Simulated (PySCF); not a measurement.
CH$_{2}$N (SMILES C#[NH+]), charge +1, singlet, at a GFN2-xTB geometry; PySCF with PBE0/def2-SV(P).

PySCF was given this input:
```python
from pyscf import gto, scf, dft

mol = gto.M(
    atom='''
C    -0.000000   -0.000000   -0.600338
N     0.000000    0.000000    0.532669
H    -0.000000   -0.000000   -1.674892
H     0.000000    0.000000    1.548235
''',
    basis='def2-sv(p)',
    charge=1,
    spin=0,
    verbose=4,
)

mf = dft.UKS(mol)
mf.xc = 'pbe0'
mf.kernel()
```

What the program printed (banner, timings and long lists left out):

```
PySCF version 2.14.0

[INPUT] verbose = 4
[INPUT] num. atoms = 4
[INPUT] num. electrons = 14
[INPUT] charge = 1
[INPUT] spin (= nelec alpha-beta = 2S) = 0
[INPUT] symmetry False subgroup None
[INPUT] Mole.unit = angstrom
[INPUT] Symbol           X                Y                Z      unit          X                Y                Z       unit  Magmom
[INPUT]  1 C      0.000000000000   0.000000000000  -0.600338000000 AA    0.000000000000   0.000000000000  -1.134474402169 Bohr   0.0
[INPUT]  2 N      0.000000000000   0.000000000000   0.532669000000 AA    0.000000000000   0.000000000000   1.006598525046 Bohr   0.0
[INPUT]  3 H      0.000000000000   0.000000000000  -1.674892000000 AA    0.000000000000   0.000000000000  -3.165087168225 Bohr   0.0
[INPUT]  4 H      0.000000000000   0.000000000000   1.548235000000 AA    0.000000000000   0.000000000000   2.925740126466 Bohr   0.0

nuclear repulsion = 29.5384848882685
number of shells = 16
number of NR pGTOs = 56
number of NR cGTOs = 32
basis = def2-sv(p)
ecp = {}

******** <class 'pyscf.dft.uks.UKS'> ********
method = UKS
initial guess = minao
damping factor = 0
level_shift factor = 0
DIIS = <class 'pyscf.scf.diis.CDIIS'>
diis_start_cycle = 1
diis_space = 8
diis_damp = 0
SCF conv_tol = 1e-09
SCF conv_tol_grad = None
SCF max_cycles = 50
direct_scf = True
direct_scf_tol = 1e-13
number electrons alpha = 7  beta = 7
XC library pyscf.dft.libxc version 7.1.2
    S. Lehtola, C. Steigemann, M. J. T. Oliveira, and M. A. L. Marques,  SoftwareX 7, 1–5 (2018)
XC functionals = pbe0
    C. Adamo and V. Barone,  J. Chem. Phys. 110, 6158 (1999)
    M. Ernzerhof and G. E. Scuseria,  J. Chem. Phys. 110, 5029 (1999)
radial grids:
    Treutler-Ahlrichs [JCP 102, 346 (1995); DOI:10.1063/1.469408] (M4) radial grids

becke partition: Becke, JCP 88, 2547 (1988); DOI:10.1063/1.454033
pruning grids: <function nwchem_prune>
grids dens level: 3
symmetrized grids: False
atomic radii adjust function: <function treutler_atomic_radii_adjust>
small_rho_cutoff = 0
Set gradient conv threshold to 3.16228e-05
tot grids = 47640
init E= -94.0134845395996
cycle= 1 E= -93.4881667830396  delta_E= 0.525  |g|= 0.208  |ddm|=  1.4
cycle= 2 E= -93.4423606172129  delta_E= 0.0458  |g|= 0.398  |ddm|= 0.383
cycle= 3 E= -93.5107940724874  delta_E= -0.0684  |g|= 0.0484  |ddm|= 0.259
cycle= 4 E= -93.5117369659323  delta_E= -0.000943  |g|= 0.00526  |ddm|= 0.034
cycle= 5 E= -93.5117512836121  delta_E= -1.43e-05  |g|= 0.00174  |ddm|= 0.00635
cycle= 6 E= -93.5117530285466  delta_E= -1.74e-06  |g|= 0.000275  |ddm|= 0.00176
cycle= 7 E= -93.5117532336357  delta_E= -2.05e-07  |g|= 0.000149  |ddm|= 0.000618
cycle= 8 E= -93.5117533409153  delta_E= -1.07e-07  |g|= 3.15e-05  |ddm|= 0.000758
cycle= 9 E= -93.5117533445986  delta_E= -3.68e-09  |g|= 5.44e-06  |ddm|= 0.000149
cycle= 10 E= -93.5117533446558  delta_E= -5.72e-11  |g|= 7.8e-07  |ddm|= 1.92e-05
Extra cycle  E= -93.5117533446548  delta_E= 9.95e-13  |g|= 1.69e-06  |ddm|= 1.49e-06
converged SCF energy = -93.5117533446548  <S^2> = 1.687539e-14  2S+1 = 1
```
